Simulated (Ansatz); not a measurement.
Ideal-gas functions of `FC(F)(F)Cl` at 400 K and 1 bar, from an Ansatz frequency run at PBE0-D4/def2-TZVP.

Molar mass 104.46 g/mol, point group C3v (symmetry number 3), electronic degeneracy 1, moments of inertia 87.667, 152.449, 152.449 u Å². Harmonic wavenumbers (cm⁻¹, unscaled): 348, 348, 475, 565, 565, 795, 1112, 1240, 1240.

Use S(trans) = R[1.5 ln M + 2.5 ln T − 1.1517]; rotational temperatures θ = 24.2544 K / I; S(rot) = R[ln(√π/σ · √(T³/θAθBθC)) + 1.5]; for each mode x = 1.438777 ν̃/T, S = R[x/(eˣ − 1) − ln(1 − e⁻ˣ)] and H = RT x/(eˣ − 1); 1 cm⁻¹ = 0.0119627 kJ/mol; R = 8.31446 J/(mol·K).

Q: By hand: the entropy, in J/(mol·K).

A: Translation 172.9. Rotation: θ = 0.2767, 0.1591, 0.1591 K, giving 103.4. Vibration, mode by mode: 6.97, 6.97, 4.80, 3.72, 3.72, 1.94, 0.77, 0.53, 0.53, in all 29.9. Electronic 0.0. Sum 306.2 J/(mol·K).

Q: By hand: H − E and G − E in kJ/mol, counted from the electronic energy.

A: Zero-point energy ½ × 6688 × 0.0119627 = 40.0; thermal vibration 7.8; translation, rotation and pV give 4 RT = 13.3. H − E = 61.1 kJ/mol, and G − E = 61.1 − 400 × 306.2/1000 = -61.4 kJ/mol.

Vibration gives 10 % of the entropy.
